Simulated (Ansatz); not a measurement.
in.yaml

```yaml
crystal:
  periodic: [false, false, false]
  atoms:
    - {symbol: B, position_ang: [0.000000, 0.000000, 2.524696]}
    - {symbol: C, position_ang: [0.000000, 0.000000, -0.188869]}
    - {symbol: H, position_ang: [0.000000, 0.000000, -2.335827]}
basis:
  gaussian: {orbitals: 6-31G}
magnetization: {spin_polarized: false, initial_magnetization: 2}
correlation: {method: caspt2, electrons: all}
scf: {lower_state_search: light}
```

```sh
$ ansatz run in.yaml --threads 1 --pin off --events-out ev --progress --plain --max-ram 2393MiB
```

Problem. One thing in this input was set wrong on purpose, beside settings that are merely unusual. What is the gravest fault, and what does the program do?

Solution. A method name that the input doesn't accept. How the run ends: refused.
```
Error: YAML parse error: error: line 10 column 23: unknown variant `caspt2`, expected one of mp2, rpa, ccsd, ccsd_t, bccd, bccd_t, ccsdt, ccsdt_q, ccsdt_q_b, ccsdtq, fci, sc_nevpt2, fic_nevpt4_sd, fic_mrcisd_q, fic_mrcisd_q_relaxed
  --> <input>:10:23
   |
 8 |   gaussian: {orbitals: 6-31G}
 9 | magnetization: {spin_polarized: false, initial_magnetization: 2}
10 | correlation: {method: caspt2, electrons: all}
   |                       ^ unknown variant `caspt2`, expected one of mp2, rpa, ccsd, ccsd_t, bccd, bccd_t, ccsdt, ccsdt_q, ccsdt_q_b, ccsdtq, fci, sc_nevpt2, fic_nevpt4_sd, fic_mrcisd_q, fic_mrcisd_q_relaxed
11 | scf: {lower_state_search: light}
   |
```
